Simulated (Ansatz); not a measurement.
**How far each method lies from UCCSDT(Q) for [H···H···BH$_{2}$], doublet**

All five atoms lie in one plane.

Geometry: a point of a hydrogen-transfer path between rigid fragments, not a stationary point.

```xyz
5

H    -1.9965    0.0000    0.0000
H    -1.0135    0.0000    0.0000
B     0.1565    0.0000    0.0000
H     0.6656    0.0000    1.0770
H     0.6656    0.0000   -1.0770
```

Basis cc-pVTZ; Ansatz 0.2.0. Only valence electrons are correlated (noble-gas cores frozen), which leaves 7 electrons in 85 orbitals. R marks a restricted (for open shells ROHF) determinant, U an unrestricted one. Active spaces: pair = (3e, 3o) about the gap; valence = (7e, 8o) chosen from the atoms' valence shells.

Full CI isn't at hand for all of this; UCCSDT(Q) serves as the reference, and is uncertain by about the last step of the cluster series. The frozen core follows each run's orbitals, which can shift R against U totals by a few meV.

The UHF ⟨S²⟩ is 0.761, the T1 diagnostic (RCCSD) is 0.0196 and the largest doubles amplitude (RCCSD) is 0.034. The T1 diagnostic (UCCSD) is 0.0106.

```tsv
level	E − E(UCCSDT(Q)) (kJ/mol)	share of correlation (%)	wall time
RHF	410.7	0.00	–
UHF	399.0	2.85	–
RMP2	73.9	81.99	–
UMP2	74.3	81.90	–
RCCSD	10.0	97.56	–
UCCSD	9.8	97.62	–
RCCSD(T)	1.6	99.61	2.6 s
UCCSD(T)	1.6	99.61	2.7 s
BCCD(T)	1.6	99.61	2.2 s (H100)
RCCSDT	0.2	99.95	–
UCCSDT	0.2	99.96	–
RCCSDT(Q)	0.0	100.00	4.6 s (H100)
CASSCF (pair space)	368.3	10.31	–
NEVPT2 (pair space)	77.6	81.11	2 s (H100)
CASSCF (valence space)	270.3	34.18	–
NEVPT2 (valence space)	69.2	83.14	3.2 s
MRCISD (valence space)	12.2	97.02	–
MRCISD+Q (valence space)	1.4	99.66	3.1 s (H100)
MRCISD+Q(relaxed) (valence space)	-1.6	100.39	3.7 s (H100)
```

The correlation energy at UCCSDT(Q), counted from RHF, is -4.256 eV. That run took 5 s on 2 threads of AMD EPYC 7R13 with a shared H100 80 GB, shared host.

Times hold each run's SCF and search for its determinant on a shared host, so for small cases they say little of a method's own cost; rows without a card ran on 1 thread of AMD EPYC 7R13.

Natural occupations of CASSCF (valence space) about the gap: 1.984 1.980 1.976 1.000 0.019 0.016 0.016 0.008; effectively unpaired electrons, Σ n²(2−n)², 1.01.
